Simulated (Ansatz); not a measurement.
**Abstraction of H: AlHF2 + CHF2 → AlF2 + CH2F2**

Gas-phase species: AlHF2 `[F][AlH][F]`, singlet; CHF2 (difluoromethyl radical) `F[CH]F`, doublet; AlF2 `[F][Al][F]`, doublet; CH2F2 (difluoromethane) `FCF`, singlet. A radical takes H: the energy is the difference in strength between the Al–H bond broken and the C–H bond made.

Shapes, held fixed at every level: PBE0-D4/def2-TZVP. Programs: Ansatz 0.2.0. The zero-point and thermal change to 298 K, harmonic and unscaled (PBE0-D4/def2-TZVP), is +15.6 kJ/mol.

```tsv
level	kind	ΔH(298 K) (kJ/mol)	less CCSD(T)/CBS estimate
MP2/def2-SVP	perturbation theory	-61.5	+3.6
B3LYP-D4/def2-TZVPP	global hybrid	-59.1	+6.0
PBE0-D4/def2-TZVPP	global hybrid	-65.5	-0.4
r2SCAN0-D4/def2-TZVPP	global hybrid	-56.4	+8.7
wB97M-V/def2-TZVPP	range-separated hybrid	-56.2	+8.9
CCSD(T)/def2-SVP	coupled cluster or CI	-52.6	+12.5
CCSD/def2-TZVPP	coupled cluster or CI	-61.0	+4.1
CCSD(T)/CBS estimate	coupled cluster or CI	-65.1	0.0
```

The highest level, CCSD(T)/CBS estimate, gives ΔH(298 K) = -65.1 kJ/mol; the levels span -65.5 to -52.6. The column of differences is taken from that level and isn't an error. No measured value is set beside it here. Open shells run unrestricted. The CBS estimate extrapolates MP2 from def2-TZVPP and def2-QZVPP and adds CCSD(T) − MP2 in the triple-zeta set, cores frozen.
